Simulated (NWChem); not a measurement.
# One shape, several levels: CH6N2 (methylhydrazine)

We compute a comparison of 6 runs (HF/cc-pVDZ, TPSS/cc-pVDZ, revPBE/cc-pVDZ, MP2/cc-pVDZ, CCSD/cc-pVDZ, CCSD(T)/cc-pVDZ) of CH6N2 (methylhydrazine). 

Program for the calculation: NWChem 7.3.0.

1 further run of the same task is left out (set aside as unsound or not needed).

### 1 The system as given

The species is CH6N2 (9 atoms), meant as a singlet with charge 0. As SMILES, `CNN`. The N3–H8 distance was set to 1.526 Å, away from the relaxed value. At this shape a bond of the SMILES string is far longer than usual.

Bond lengths: C1–N2 1.445 Å, N2–N3 1.412 Å, C1–H4 1.102 Å, C1–H5 1.093 Å, C1–H6 1.091 Å, N2–H7 1.015 Å, N3–H9 1.011 Å. Angles: C1–N2–N3 110.6°, C1–N2–H7 109.7°, N3–N2–H7 111.5°, N2–C1–H4 114.0°, N2–C1–H5 108.8°, N2–C1–H6 109.0°, N2–N3–H9 108.7°, H4–C1–H5 108.3°, H4–C1–H6 107.9°, H5–C1–H6 108.7°. A long bond or contact: N3–H8 1.526 Å.

### 2 A single-point energy at HF/cc-pVDZ (run 1)

File ch6n2.nw:

```
start ch6n2
memory 2200 mb
geometry units angstrom noautosym nocenter noautoz
  C     -0.521293     1.211327    -0.184086
  N      0.728007     0.612927     0.225814
  N      0.497907    -0.439573     1.138014
  H     -1.228393     0.502227    -0.644186
  H     -0.312193     2.004927    -0.905686
  H     -1.007893     1.651527     0.687514
  H      1.237507     0.291727    -0.591486
  H      0.164900    -1.755100     0.439600
  H      1.329507    -0.571773     1.697014
end
basis spherical bse
  * library cc-pVDZ
end
scf
  thresh 1e-08
  maxiter 80
  noprint "final vectors analysis"
end
task scf energy
```

Run with:

```console
$ nwchem ch6n2.nw > ch6n2.out
```

The log of the run:

```text
[...]
  functions       =    72
[...]
  wavefunction    = RHF
[...]
         Total SCF energy =   -150.128526324123
      One-electron energy =   -367.204712382493
      Two-electron energy =    134.282857100990
 Nuclear repulsion energy =     82.793328957380
        Time for solution =      8.3s
[...]
```

Wall time 9.3 s (1 thread of Intel Xeon 6975P-C (Granite Rapids), shared host); peak memory 0.097 GiB.

### 3 The energy at TPSS/cc-pVDZ (run 2)

File run.py:

```python
from ase import Atoms
from ase.calculators.nwchem import NWChem

molecule = Atoms(['C', 'N', 'N', 'H', 'H', 'H', 'H', 'H', 'H'], positions=[
    [-0.521293, 1.211327, -0.184086],
    [0.728007, 0.612927, 0.225814],
    [0.497907, -0.439573, 1.138014],
    [-1.228393, 0.502227, -0.644186],
    [-0.312193, 2.004927, -0.905686],
    [-1.007893, 1.651527, 0.687514],
    [1.237507, 0.291727, -0.591486],
    [0.164900, -1.755100, 0.439600],
    [1.329507, -0.571773, 1.697014],
])

calc = NWChem(
    label='struct',
    theory='dft',
    memory='2200 mb',
    basis='cc-pVDZ',
    basispar='spherical bse',
    dft={'xc': 'xtpss03 ctpss03', 'mult': '1', 'grid': 'xfine', 'convergence': 'energy 1e-08', 'iterations': '100', 'mulliken': None},
    task='energy',
)
molecule.calc = calc

print("Total energy (eV):", round(molecule.get_potential_energy(), 6))
print("dipole (e A):", molecule.get_dipole_moment().round(4))
```

Run with:

```console
$ export ASE_NWCHEM_COMMAND="nwchem PREFIX.nwi > PREFIX.nwo"
$ python run.py
```

The log of the run:

```text
Total energy (eV): -4112.615231
dipole (e A): [ 0.1752  0.0021 -0.2628]
```

The calculator wrote struct.nwi:

```
title "struct"

permanent_dir struct

scratch_dir struct

start struct

geometry units angstrom nocenter noautosym noautoz
  C  -5.2129300000000001e-01 1.2113270000000000e+00 -1.8408600000000000e-01
  N  7.2800699999999996e-01 6.1292700000000000e-01 2.2581399999999999e-01
  N  4.9790699999999999e-01 -4.3957299999999999e-01 1.1380140000000001e+00
  H  -1.2283930000000001e+00 5.0222699999999998e-01 -6.4418600000000004e-01
  H  -3.1219300000000000e-01 2.0049269999999999e+00 -9.0568599999999999e-01
  H  -1.0078929999999999e+00 1.6515270000000000e+00 6.8751399999999996e-01
  H  1.2375069999999999e+00 2.9172700000000001e-01 -5.9148599999999996e-01
  H  1.6489999999999999e-01 -1.7551000000000001e+00 4.3959999999999999e-01
  H  1.3295070000000000e+00 -5.7177299999999998e-01 1.6970140000000000e+00
end

memory 2200 mb

basis spherical bse noprint
   * library cc-pVDZ
end

dft
  xc xtpss03 ctpss03
  mult 1
  grid xfine
  convergence energy 1e-08
  iterations 100
  mulliken
end

task dft energy
```

struct.nwo:

```text
Northwest Computational Chemistry Package (NWChem) 7.3.0
             --------------------------------------------------------

           Job information
           ---------------

    nwchem branch   = 7.3.0
    use scalapack   = T
    input           = struct.nwi
    prefix          = struct.
    data base       = struct/struct.db
    status          = startup
    nproc           =        1

           Memory information
           ------------------

    heap     =     72089594 doubles =      550.0 Mbytes
    stack    =     72089599 doubles =      550.0 Mbytes
    global   =    144179200 doubles =     1100.0 Mbytes (distinct from heap & stack)
    total    =    288358393 doubles =     2200.0 Mbytes
    verify   = yes
    hardfail = no

[... 103 lines left out ...]
  convergence criterion.
[... 18 lines left out ...]
          Convergence on density requested:  1.00D-05
[... 21 lines left out ...]
          Convergence Information
[... 61 lines left out ...]
   convergence    iter        energy       DeltaE   RMS-Dens  Diis-err    time
[... 18 lines left out ...]
           Coulomb energy =      155.000851269467
[... 7 lines left out ...]
                       DFT Final Molecular Orbital Analysis
[... 530 lines left out ...]
 center of mass
 --------------
 x =   0.45530576 y =   0.78388879 z =   0.72124256

 moments of inertia (a.u.)
 ------------------
         164.061798365314          45.069672153723         -32.662583242694
          45.069672153723         125.679686790131          64.189683729649
         -32.662583242694          64.189683729649         163.195201998430

     Multipole analysis of the density
     ---------------------------------

     L   x y z        total         alpha         beta         nuclear
     -   - - -        -----         -----         ----         -------
     0   0 0 0     -0.000000    -13.000000    -13.000000     26.000000

     1   1 0 0      0.331118     -5.160704     -5.160704     10.652527
[... 8 lines of this table left out ...]
     2   0 0 2    -14.885918    -33.791485    -33.791485     52.697051

 Task  times  cpu:       34.9s     wall:       34.9s
 Total times  cpu:       34.9s     wall:       34.9s
```

Wall time 36 s (1 thread of Intel Xeon 6975P-C (Granite Rapids), shared host); peak memory 0.14 GiB.

Runs 3 to 4 aren't shown in full; the table further down has their settings and results.

### 4 The energy at CCSD/cc-pVDZ (run 5)

File ch6n2.xyz:

```xyz
9
CH6N2
C     -0.521293     1.211327    -0.184086
N      0.728007     0.612927     0.225814
N      0.497907    -0.439573     1.138014
H     -1.228393     0.502227    -0.644186
H     -0.312193     2.004927    -0.905686
H     -1.007893     1.651527     0.687514
H      1.237507     0.291727    -0.591486
H      0.164900    -1.755100     0.439600
H      1.329507    -0.571773     1.697014
```

File ch6n2.nw:

```
START ch6n2
TITLE "CH6N2"
memory 2200 mb
charge 0

GEOMETRY noautosym nocenter noautoz
  load ch6n2.xyz
END

BASIS spherical bse
  * library cc-pVDZ
END

SCF
  thresh 1e-08
  maxiter 80
END

CCSD
  freeze core 3
  maxiter 60
END

TASK ccsd energy
```

Run with:

```console
$ nwchem ch6n2.nw > ch6n2.out
```

The log of the run:

```text
[...]
  functions       =    72
[...]
  wavefunction    = RHF
[...]
         Total SCF energy =   -150.128526324139
      One-electron energy =   -367.204712382498
      Two-electron energy =    134.282857100979
 Nuclear repulsion energy =     82.793328957380
        Time for solution =      8.2s
[...]
 Total MP2 energy:           -150.635170055050281
[...]
             energy      energy      error      ampl     ampl      Block
                                                time     time      time
[...]
 Total CCSD energy:           -150.676067790424952
[...]
```

Wall time 49 s (1 thread of Intel Xeon 6975P-C (Granite Rapids), shared host); peak memory 0.15 GiB.

### 5 A single-point energy at CCSD(T)/cc-pVDZ (run 6)

File work.nw:

```
start work
title "CH6N2 ccsd(t)"
memory 2200 mb

geometry units angstrom noautosym nocenter noautoz
C       -0.521293       1.211327      -0.184086
N        0.728007       0.612927       0.225814
N        0.497907      -0.439573       1.138014
H       -1.228393       0.502227      -0.644186
H       -0.312193       2.004927      -0.905686
H       -1.007893       1.651527       0.687514
H        1.237507       0.291727      -0.591486
H        0.164900      -1.755100       0.439600
H        1.329507      -0.571773       1.697014
end

basis spherical bse
* library cc-pVDZ
end

scf
thresh 1e-08
maxiter 80
end

ccsd
freeze core 3
maxiter 60
end

task ccsd(t)
```

Run with:

```console
$ nwchem work.nw > work.out
```

The log of the run:

```text
[...]
  functions       =    72
[...]
  wavefunction    = RHF
[...]
         Total SCF energy =   -150.128526324123
      One-electron energy =   -367.204712382493
      Two-electron energy =    134.282857100990
 Nuclear repulsion energy =     82.793328957380
        Time for solution =      8.2s
[...]
 Total MP2 energy:           -150.635170055032916
[...]
             energy      energy      error      ampl     ampl      Block
                                                time     time      time
[...]
 Total CCSD energy:           -150.676067790407018
[...]
 Total CCSD+T(CCSD) energy:           -150.693449489161395
[...]
 Total CCSD(T) energy:                -150.692894116012837
[...]
```

Run time: 56 s. Hardware: 1 thread of Intel Xeon 6975P-C (Granite Rapids), shared host; peak memory 0.18 GiB.

### 6 Overview of the runs

```
run            level  iteration cap   module  energy (Eh)  wall time
  1       HF/cc-pVDZ             80      scf  -150.128526      9.3 s
  2     TPSS/cc-pVDZ            100      dft  -151.135823       36 s
  3   revPBE/cc-pVDZ            100      dft  -151.069451       27 s
  4      MP2/cc-pVDZ             80      mp2  -150.635170       11 s
  5     CCSD/cc-pVDZ             80     ccsd  -150.676068       49 s
  6  CCSD(T)/cc-pVDZ             80  ccsd(t)  -150.692894       56 s
```

### 7 Results

| quantity | value |
| --- | --- |
| run 6: total energy | -150.69289 Eh |
| run 6: HOMO energy (Hartree–Fock orbitals) | -9.80 eV |
| run 6: LUMO energy (Hartree–Fock orbitals) | 3.32 eV |
| run 6: HOMO–LUMO gap (Hartree–Fock orbitals) | 13.12 eV |
| run 6: correlation energy (3 core orbitals frozen) | -564.4 mEh |
| run 6: (T) correction | -16.83 mEh |

**Reading.** Below the HF energy at the same shape and in the same basis (cc-pVDZ): MP2 -506.6 mEh; CCSD -547.5 mEh; CCSD(T) -564.4 mEh. Over runs 1, 2, 3 the dipole moment (its size) runs from 1.51 D (revPBE/cc-pVDZ) to 1.59 D (HF/cc-pVDZ). Totals of different functionals can't be ranked against each other. All runs together took 3.1 min, the longest 56 s.
